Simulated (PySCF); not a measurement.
Gas-phase reaction: PH + H → PH2, at 1000 K and a standard pressure of 1 bar. Level: HF/def2-TZVP†.

Method: PySCF energies plus ideal-gas RRHO corrections (1 bar). † marks an energy on the PBE0/def2-TZVP geometry and frequencies. Open shells (unrestricted): PH (multiplicity 3), H (multiplicity 2), PH2 (multiplicity 2). PH2: computed as isolated molecules; such fragments, hydroxides, amides, oligomers or adducts are transient or little studied in the gas. The harmonic model lacks anharmonicity and excited electronic states, which grow with temperature; levels with a mode under 35 cm⁻¹ are left out.

| species | E (Ha) | H(1000 K) − E (kJ/mol) | S°(1000 K) (J/mol/K) |
|---|---|---|---|
| PH | -341.29201 | 44.3 | 232.6 |
| H | -0.49981 | 20.8 | 139.9 |
| PH2 | -341.88187 | 73.8 | 260.3 |
E: electronic energy; H − E holds the zero-point and thermal terms. 1 Ha = 2625.5 kJ/mol.

**Question.** Work out ΔH°, ΔS°, ΔG° and log10 K from these numbers.

**Answer.** 1. ΔE = 1×(-341.88187) − 1×(-341.29201) − 1×(-0.49981) = -0.09005 Ha = -236.4 kJ.
2. Δ(H − E) = 1×(73.8) − 1×(44.3) − 1×(20.8) = 8.7 kJ, so ΔH° = -227.7 kJ.
3. ΔS° = 1×(260.3) − 1×(232.6) − 1×(139.9) = -112.2 J/K; the number of gas molecules changes by -1.
4. ΔG° = ΔH° − TΔS° = -227.7 − 1000×(-112.2)/1000 = -115.5 kJ.
5. log10 K = −ΔG°/(RT ln 10) = 6.03, with RT ln 10 = 19.14 kJ/mol; at standard pressures the products are favoured.
6. A shift of 10 kJ in ΔE would move log10 K by 0.52 here.
For scale, ΔH°(298 K) is -220 kJ at this level, -326 kJ at ωB97M-V/def2-TZVP†, and runs from -398 to -208 kJ over the 20 levels computed.
